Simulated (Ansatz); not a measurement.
A made-up structure of C2H4Mg, closed shell:

| atom | x (Å) | y (Å) | z (Å) |
| --- | --- | --- | --- |
| C1 | -1.0736 | 0.5329 | -0.3124 |
| C2 | -0.0393 | 0.3359 | 0.5121 |
| Mg3 | 1.5053 | -0.9729 | 0.0649 |
| H4 | -1.1720 | 0.0206 | -1.2696 |
| H5 | 2.0389 | -2.2911 | -0.9026 |
| H6 | -0.0839 | 0.9231 | 1.4337 |
| H7 | 2.7559 | -2.0581 | -0.3396 |

It is relaxed with PBE-D4/def2-SVP and then PBE0-D4/def2-TZVP (Ansatz 0.2.0). Atoms count as bonded within 1.22 times the sum of their covalent radii (H–H: 0.88 Å). The end point is not checked to be a true minimum.

Question: Does its bonding change? (A judgement: the text doesn't fix the answer.)

Answer: By the calculation: Yes. Formed: H5–H7; broken: C2–Mg3, Mg3–H5, Mg3–H7.

Where it ends: The first stage lowers the energy by 2.64 eV in 18 steps. It ends as a complex of C₂H₂ (C#C) + H₂ + Mg:
```
7
angstrom
C -0.4002 0.0709 -0.2393
C -0.7752 0.9062 0.5325
Mg 2.7787 -0.6445 1.7404
H -0.0712 -0.6712 -0.9289
H 1.6010 -2.5415 -1.8860
H -1.1040 1.6481 1.2219
H 1.9023 -2.2774 -1.2542
```

For scale, one of the runs: PBE0-D4/def2-TZVP relaxation, 118 basis functions, launched by `ansatz run in.yaml --threads 2 --pin off --events-out ev --progress --plain --max-ram 4352MiB`. The run took about 71 s on 2 CPU threads of an Intel Xeon Platinum 8259CL (shared host).
